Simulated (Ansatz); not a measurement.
A made-up structure of C2H5Si (charge -1), closed shell:

```xyz
8
angstrom
C -0.5973 0.9142 -0.6985
C -0.3890 -0.5374 -0.4011
Si 0.6587 -1.1780 0.7791
H 1.5686 -2.2615 0.8987
H -0.3703 1.1270 -1.7558
H -0.0280 1.6599 -0.1027
H 1.6035 -0.5129 1.7851
H 0.7837 -2.6540 0.9845
```

It is relaxed with PBE-D4/def2-SVPD and then PBE0-D4/def2-TZVPD (Ansatz 0.2.0). Atoms count as bonded within 1.22 times the sum of their covalent radii (H–H: 0.88 Å). The end point is not checked to be a true minimum.

(1) Does its bonding change? (A judgement: the text doesn't fix the answer.)

Results:

(1) By the calculation: No: no bond forms or breaks.

Where it ends: The first stage lowers the energy by 4.77 eV in 11 steps. It ends as C₂H₅Si ([CH2][C][SiH3]), total charge -1:
```xyz
8
angstrom
C -0.2668 0.7090 -0.7182
C -0.0577 -0.6136 -0.6827
Si 0.8375 -1.3200 0.7327
H 2.0796 -2.0696 0.3188
H -0.8023 1.1973 -1.5494
H 0.0582 1.4430 0.0488
H 1.3474 -0.4235 1.8733
H 0.0340 -2.3655 1.4659
```

Labels in which every atom is bracketed show which atoms are joined, not bond orders.

For scale, one of the runs: PBE0-D4/def2-TZVPD relaxation, 162 basis functions, launched by `ansatz run in.yaml --threads 2 --pin off --events-out ev --progress --plain --max-ram 4352MiB`. Hardware: 2 CPU threads of an AMD EPYC 9R45, shared host. Wall time about 9 s.
